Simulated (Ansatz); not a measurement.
We consider hcp Tl, described by Hartree–Fock in Ansatz (plane waves, PAW).

Input:

Ansatz 0.2 input:
```yaml
crystal:
  lattice:
    - [1.8449554461, -3.1955565704, 0.0]
    - [1.8449554461, 3.1955565704, 0.0]
    - [0.0, 0.0, 5.8429481259]
  atoms:
    - { symbol: Tl, position: [0.3333333333, 0.6666666667, 0.25] }
    - { symbol: Tl, position: [0.6666666667, 0.3333333333, 0.75] }
basis:
  ecutwfc: 460
  ecutrho_ratio: 4
  xc_grid: 2
kpoints:
  mp_grid: { grid: [9, 9, 6] }
hamiltonian:
  xc: hf
  dispersion: none
  pseudopotentials: { kind: paw }
scf:
  occupations: { method: fermi_dirac, width: 0.05 }
output:
  forces: true
  stress: true
  eigenvalues: true
relax:
  f_tol: 0.01
  escape_saddle: false
  max_steps: 80
  cell: { stress_tol: 0.05, fix: [volume] }
```

Excerpt of the program's output:

```
Relaxation: its limit of steps is 80 (relax.max_steps)
Crystal: 2 atoms, lattice volume = 68.896 Å³
Basis set: ecut = 460 eV, 1557 PW (Γ), exchange–correlation on 54×54×90 points (8 copies of the dense FFT grid, shifted against one another)
Bands: 17, of which v1, the nominal top of the filled ones, is band 13 counted from 1 (12 counted from 0)
Symmetry: 24 space group operations
Space group: P63/mmc (ITA 194), of the structure as read, at distance tolerance 4.1e-5 Å
k-points: 48 of 486
Functional: x = pbe(κ = 0.804, μ = 0.2195149727645171), c = none, warm-up for x = 0 pbe(κ = 0.804, μ = 0.2195149727645171) + 1 exact, c = none
SCF iter   1: F=—  HF=-22617.471695 eV  |F-HF|=—  |Δ(HF+E_count)|=         —  Δρ=6.43e-3  dr2=2.05e-2
SCF iter   2: F=—  HF=-22617.468233 eV  |F-HF|=—  |Δ(HF+E_count)|=   3.46e-3  Δρ=3.06e-3  dr2=4.56e-3
  ...
SCF 1 converged in 10 iterations: F = -22617.469193 eV  dr2 = 5.74e-12
Crystal: 2 atoms, lattice volume = 68.896 Å³
Initial density: handed on by an earlier stage of this run
Functional: x = 0 pbe(κ = 0.804, μ = 0.2195149727645171) + 1 exact, c = none
  ...
Crystal: 2 atoms, lattice volume = 68.896 Å³
SCF 14 converged in 2 iterations: F = -22621.477967 eV  dr2 = 3.51e-12
Crystal: 2 atoms, lattice volume = 68.896 Å³
Crystal: 2 atoms, lattice volume = 68.896 Å³
Crystal: 2 atoms, lattice volume = 68.896 Å³
Crystal: 2 atoms, lattice volume = 68.896 Å³
Crystal: 2 atoms, lattice volume = 68.896 Å³
SCF 19 converged in 4 iterations: F = -22621.479065 eV  dr2 = 1.96e-11
Crystal: 2 atoms, lattice volume = 68.896 Å³
SCF 20 converged in 6 iterations: F = -22621.479065 eV  dr2 = 3.12e-14
Crystal: 2 atoms, lattice volume = 68.896 Å³
SCF 21 converged in 7 iterations: F = -22621.479085 eV  dr2 = 1.20e-11
Crystal: 2 atoms, lattice volume = 68.896 Å³
SCF iter   1: F=—  HF=-22621.479086 eV  |F-HF|=—  |Δ(HF+E_count)|=         —  Δρ=5.81e-7  dr2=5.68e-11
SCF iter   2: F=-22621.479086 eV  HF=-22621.479086 eV  |F-HF|=3.64e-12  |Δ(HF+E_count)|=  2.55e-11  Δρ=2.32e-7  dr2=1.79e-11
SCF 22 converged in 2 iterations: F = -22621.479086 eV  dr2 = 1.79e-11
Free energy (F): -22621.479086 eV
Internal energy: -22621.478378 eV  (E = F + TS)
E sigma→0 (E₀):  -22621.478732 eV
Fermi energy:    9.166431 eV
--- Forces (eV/Å), atoms counted from 1 ---
  atom   1  Tl    -0.00000000     0.00000000     0.00000000
  atom   2  Tl     0.00000000    -0.00000000     0.00000000
--- Stress (GPa, compression-positive) ---
        0.864873       0.000000       0.000000
        0.000000       0.864873       0.000000
        0.000000       0.000000       0.859523
  P = ⅓ Tr σ = 0.8631 GPa (8.631 kbar)
```

The cell is one volume of an energy–volume scan, off the minimum.

The PAW data were made under PBE.

Note: the cell is over a tenth larger than the published one (another phase or state, or a fault of the published cell, is possible).

Ansatz is a quantum-chemistry and plane-wave program.
